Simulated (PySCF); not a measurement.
## TDDFT beside published excitation energies

Published values to compare with (the computed states carry no symmetry labels, so the two lists aren't matched line by line):

| state | E (eV) | f | kind of transition | source |
| --- | --- | --- | --- | --- |
| A 3Σu+ | 6.22 |  | Te (adiabatic, minimum to minimum, no zero-point energy) | [1] |
| B 3Πg | 7.39 |  | Te (adiabatic, minimum to minimum, no zero-point energy) | [1] |
| W 3Δu | 7.42 |  | Te (adiabatic, minimum to minimum, no zero-point energy) | [1] |
| 3Σu+(π→π*) | 7.70 |  | vertical absorption | [2] |
| 3Σu+(π→π*) | 7.75 |  | vertical absorption | [3] |
| 3Πg(n→π*) | 8.01 |  | vertical absorption | [2] |
| 3Πg(n→π*) | 8.04 |  | vertical absorption | [3] |
| B' 3Σu- | 8.22 |  | Te (adiabatic, minimum to minimum, no zero-point energy) | [1] |
| a' 1Σu- | 8.45 |  | Te (adiabatic, minimum to minimum, no zero-point energy) | [1] |
| a 1Πg | 8.59 |  | Te (adiabatic, minimum to minimum, no zero-point energy) | [1] |
| 3Δu(π→π*) | 8.87 |  | vertical absorption | [2] |
| 3Δu(π→π*) | 8.88 |  | vertical absorption | [3] |
| w 1Δu | 8.94 |  | Te (adiabatic, minimum to minimum, no zero-point energy) | [1] |
| 1Πg(n→π*) | 9.31 |  | vertical absorption | [3] |
| 1Πg(n→π*) | 9.34 |  | vertical absorption | [2] |
| 3Σu-(π→π*) | 9.66 |  | vertical absorption | [2] |
| 3Σu-(π→π*) | 9.67 |  | vertical absorption | [3] |
| 1Σu-(π→π*) | 9.88 |  | vertical absorption | [2] |
| 1Σu-(π→π*) | 9.92 |  | vertical absorption | [3] |
| 1Δu(π→π*) | 10.27 |  | vertical absorption | [3] |
| 1Δu(π→π*) | 10.29 | 0.000 | vertical absorption | [2] |
| 1Σg+(n.d.) | 12.98 |  | vertical absorption | [2] |
| 1Πu(n.d.) | 13.03 | 0.458 | vertical absorption | [2] |
| 1Σu+(n.d.) | 13.09 | 0.296 | vertical absorption | [2] |
| 1Πu(n.d.) | 13.46 | 0.000 | vertical absorption | [2] |

[1] measured, gas; Huber, Herzberg, Constants of Diatomic Molecules, NIST Chemistry WebBook
[2] computed, theoretical best estimate (aug-cc-pVTZ, frozen core, CC3 geometry), gas; Veril, Scemama, Caffarel, Lipparini, Boggio-Pasqua, Jacquemin, Loos, WIREs Comput. Mol. Sci. 2021, 11, e1517 (QUESTDB)
[3] measured, gas; Loos, Scemama, Blondel, Garniron, Caffarel, Jacquemin (2018), arXiv:1807.02045, literature column

Compound: dinitrogen, N2.
SMILES: `N#N`

Method used: PySCF, TDDFT CAM-B3LYP/def2-SVPD, vertical, gas phase, core orbitals frozen in the response. Geometry: GFN2-xTB; no solvent, vibrations or thermal averaging.

Computed singlets: 9.26 eV (f 0.000); 9.45 eV (f 0.000 summed over 2 states); 9.76 eV (f 0.000 summed over 2 states); 13.66 eV (f 0.290 summed over 2 states) [of 8 roots; the last level is left out, as the window may have cut its degenerate partner]. Computed triplets (Tamm–Dancoff): 7.50, 7.81, 7.81 eV.

Q: How does the lowest computed singlet compare with the best estimate listed for the lowest singlet (vertical absorption)?

A: 9.26 eV against 9.34 eV for 1Πg(n→π*) [2]: a difference of -0.08 eV. Geometry and basis of the two calculations needn't be the same.

Q: How does the lowest computed triplet compare with the best estimate listed for the lowest triplet (vertical absorption)?

A: 7.50 eV against 7.70 eV for 3Σu+(π→π*) [2]: a difference of -0.20 eV. Geometry and basis of the two calculations needn't be the same.

n.d. means that the source names no orbital transition; it classes the state at 12.98 eV as Rydberg, the state at 13.03 eV as Rydberg, the state at 13.09 eV as Rydberg and the state at 13.46 eV as Rydberg.

Adiabatic (Te) and 0-0 energies refer to the relaxed excited state and aren't the vertical quantity computed here.
